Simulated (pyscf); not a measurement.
Structures and frequencies: ωB97X-D3(BJ)/def2-SVP in PySCF.

### Question
Estimate by transition-state theory the rate constant of H₂B–O–SnH₃ + ammonia (NH₃) → HO–SnH₃ + H₂B–NH₂ (singlet surface; B–O, H–N broken, H–O, B–N formed) at 900 K, with ωB97M-D3(BJ)/def2-TZVP energies (ideal gas, 1 atm, RRHO with modes under 100 cm⁻¹ raised to 100, one conformer, R ln 2 for chiral ones without a mode under 150 cm⁻¹; no tunnelling).

### Answer
The electronic barrier is 10.0 kcal/mol and the thermal terms add +34.2, so ΔG‡ = 44.2 kcal/mol. With k_BT/h = 1.88e+13 s⁻¹ and RT = 1.788 kcal/mol, and a volume of 1.23e-19 cm³ per molecule at 1 atm, k = 4.3e-17 cm³ molecule⁻¹ s⁻¹. Wigner's tunnelling factor for 1306i cm⁻¹ would be 1.18. A shift of 1 kcal/mol in the barrier changes k by a factor 1.7. On the reactant side the descent ends in an adduct with a B–N contact, 12.8 kcal/mol under the separated species and 22.7 kcal/mol under the saddle at ωB97X-D3(BJ)/def2-TZVP. On the product side the descent ends in an adduct with a B–O contact, 1.7 kcal/mol under the separated species and 9.6 kcal/mol under the saddle at ωB97X-D3(BJ)/def2-TZVP. What is counted as formed (B–N) is already present as a longer contact in the reactant adduct; forming that adduct is a step of its own. What is counted as broken (B–O) persists as a longer contact in the product adduct; parting that adduct is a step of its own. One saddle was located; it need not be the lowest between these sides. Elements past Kr carry the def2 core potentials, without spin-orbit coupling.
